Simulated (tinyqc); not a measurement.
Coupled-perturbed Hartree-Fock on RHF in the sto-3g basis, for H3O+, spin multiplicity 1, step by step. One step of it, computed by the program tinyqc.

Task: Iteration 8 (converged): orbitals. Diagonalise F' = X^T F X, C = X C', fill 5 alpha and 5 beta electrons from the bottom; D = 2 C_occ C_occ^T. Each column has its largest component positive (the first on a tie).

converged F (hartree):
```
             1O 1s      1O 2s     1O 2px     1O 2py     1O 2pz      2H 1s      3H 1s      4H 1s
1O 1s   -20.794850  -5.294691  -0.000016   0.000000   0.003385  -0.998593  -0.997362  -0.997362
1O 2s    -5.294691  -2.918907  -0.000176   0.000000   0.014954  -1.068810  -1.067902  -1.067902
1O 2px   -0.000016  -0.000176  -0.837969   0.000000   0.000010  -0.613750   0.306551   0.306551
1O 2py    0.000000   0.000000   0.000000  -0.837898   0.000000   0.000000  -0.531343   0.531343
1O 2pz    0.003385   0.014954   0.000010   0.000000  -0.861530   0.036187   0.036157   0.036157
2H 1s    -0.998593  -1.068810  -0.613750   0.000000   0.036187  -0.777746  -0.305197  -0.305197
3H 1s    -0.997362  -1.067902   0.306551  -0.531343   0.036157  -0.305197  -0.777124  -0.304757
4H 1s    -0.997362  -1.067902   0.306551   0.531343   0.036157  -0.305197  -0.304757  -0.777124
```

X:
```
            1O 1s      1O 2s     1O 2px     1O 2py     1O 2pz      2H 1s      3H 1s      4H 1s
1O 1s    1.024695  -0.146350  -0.000012   0.000000   0.000952   0.019270   0.019258   0.019258
1O 2s   -0.146350   1.259667   0.000157   0.000000  -0.009608  -0.238038  -0.237743  -0.237743
1O 2px  -0.000012   0.000157   1.103228   0.000000  -0.000007  -0.243735   0.121730   0.121730
1O 2py   0.000000   0.000000   0.000000   1.103182   0.000000   0.000000  -0.210923   0.210923
1O 2pz   0.000952  -0.009608  -0.000007   0.000000   1.000388   0.009657   0.009642   0.009642
2H 1s    0.019270  -0.238038  -0.243735   0.000000   0.009657   1.158575  -0.054436  -0.054436
3H 1s    0.019258  -0.237743   0.121730  -0.210923   0.009642  -0.054436   1.158299  -0.054358
4H 1s    0.019258  -0.237743   0.121730   0.210923   0.009642  -0.054436  -0.054358   1.158299
```

Give: F' = X^T F X; orbital energies; coefficients C; D after iteration 8.

Result:

F' = X^T F X (hartree):
```
         1       2       3       4       5       6       7       8
1  -20.411  -2.723   0.000   0.000   0.006  -0.130  -0.130  -0.130
2   -2.723  -1.648   0.000   0.000  -0.007  -0.460  -0.460  -0.460
3    0.000   0.000  -0.567   0.000   0.000  -0.511   0.255   0.255
4    0.000   0.000   0.000  -0.567   0.000   0.000  -0.442   0.442
5    0.006  -0.007   0.000   0.000  -0.860   0.024   0.024   0.024
6   -0.130  -0.460  -0.511   0.000   0.024  -0.290  -0.065  -0.065
7   -0.130  -0.460   0.255  -0.442   0.024  -0.065  -0.291  -0.065
8   -0.130  -0.460   0.255   0.442   0.024  -0.065  -0.065  -0.291
```

orbital energies (hartree): MO1 -20.804, MO2 -1.706, MO3 -1.045, MO4 -1.045, MO5 -0.862, MO6 0.031, MO7 0.252, MO8 0.252

coefficients C:
```
           MO1     MO2     MO3     MO4     MO5     MO6     MO7     MO8
1O 1s    0.994  -0.241   0.000   0.000  -0.010  -0.161   0.000   0.000
1O 2s    0.026   0.884   0.000   0.000   0.049   0.996   0.000  -0.002
1O 2px   0.000   0.000   0.696   0.000   0.000  -0.001   0.000  -0.907
1O 2py   0.000   0.000   0.000   0.696   0.000   0.000   0.907   0.000
1O 2pz   0.000  -0.017   0.000   0.000   0.998  -0.063   0.000   0.000
2H 1s   -0.005   0.102   0.407   0.000  -0.017  -0.642   0.000   0.936
3H 1s   -0.005   0.101  -0.204   0.353  -0.017  -0.644  -0.810  -0.467
4H 1s   -0.005   0.101  -0.204  -0.353  -0.017  -0.644   0.810  -0.467
```

D after iteration 8:
```
         1O 1s   1O 2s  1O 2px  1O 2py  1O 2pz   2H 1s   3H 1s   4H 1s
1O 1s    2.093  -0.375   0.000   0.000  -0.013  -0.058  -0.058  -0.058
1O 2s   -0.375   1.570   0.000   0.000   0.069   0.177   0.178   0.178
1O 2px   0.000   0.000   0.968   0.000   0.000   0.567  -0.283  -0.283
1O 2py   0.000   0.000   0.000   0.968   0.000   0.000   0.491  -0.491
1O 2pz  -0.013   0.069   0.000   0.000   1.994  -0.037  -0.037  -0.037
2H 1s   -0.058   0.177   0.567   0.000  -0.037   0.353  -0.145  -0.145
3H 1s   -0.058   0.178  -0.283   0.491  -0.037  -0.145   0.353  -0.145
4H 1s   -0.058   0.178  -0.283  -0.491  -0.037  -0.145  -0.145   0.353
```
